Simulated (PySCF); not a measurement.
Process, species as SMILES: ClCl (Cl2) + [H][H] (H2) → 2 Cl (HCl)
B3LYP-D3(BJ)/def2-TZVP geometries, fixed; electronic energies without zero-point terms.

Effect of the atomic grid (radial, angular points) at B3LYP/def2-TZVP with PySCF, against the last row, where the energy of full hydrogenation is -43.02 kcal/mol.

| setting | grid points, largest species | largest shift of a total energy (mEh) | shift of the energy of full hydrogenation (kcal/mol) |
|---|---|---|---|
| atom_grid: 30, 110, unpruned | 6600 | -2.576 | -0.106 |
| atom_grid: 50, 194, unpruned | 19400 | -0.025 | 0.002 |
| atom_grid: 75, 302, unpruned | 45304 | 0.000 | 0.000 |
| atom_grid: 99, 590, unpruned | 116824 | 0.000 | 0.000 |
| atom_grid: 150, 974, unpruned | 292200 | 0.000 | 0.000 |

Within 0.1 kcal/mol in the energy of full hydrogenation: atom_grid: 50, 194, unpruned; atom_grid: 75, 302, unpruned; atom_grid: 99, 590, unpruned. The largest shift is 2.576 mEh in a total energy and 0.106 kcal/mol in the difference.
